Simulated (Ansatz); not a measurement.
CH₂F₂NP, SMILES `FC(F)=NP`. The species carries charge 0 and has multiplicity 1. All single points use the PBE0-D4/def2-TZVP geometry. It is one conformer, not always the lowest.

```xyz
7

F     0.038   -0.415    1.773
C    -0.825   -0.049    0.841
F    -1.960    0.237    1.428
N    -0.636    0.028   -0.371
P     0.770   -0.474   -1.208
H     1.795    0.045   -0.365
H     0.819    0.628   -2.098
```

Task: What is the dipole moment at ωB97M-V/def2-TZVPP? (Estimate.)

Result: The calculation gave: 1.10 D, with components (1.07, 0.24, 0.01) D in this frame, pointing from negative to positive charge.

Task: And with PBE, r2SCAN, B3LYP? (Estimate.)

Result: Ansatz gave: PBE 1.05 D, r2SCAN 1.08 D, B3LYP 1.14 D.

Task: Give the Mulliken charges with ωB97M-V, PBE, r2SCAN in def2-TZVPP. (An estimate is asked.)

Result: Computed: 
```csv
atom,ωB97M-V,PBE,r2SCAN
F1,-0.16,-0.12,-0.16
C2,0.37,0.28,0.41
F3,-0.14,-0.10,-0.14
N4,-0.25,-0.19,-0.28
P5,0.06,0.07,0.15
H6,0.05,0.03,0.00
H7,0.07,0.05,0.02
```

B3LYP here is the variant with VWN-RPA as its local correlation; programs differ in this.
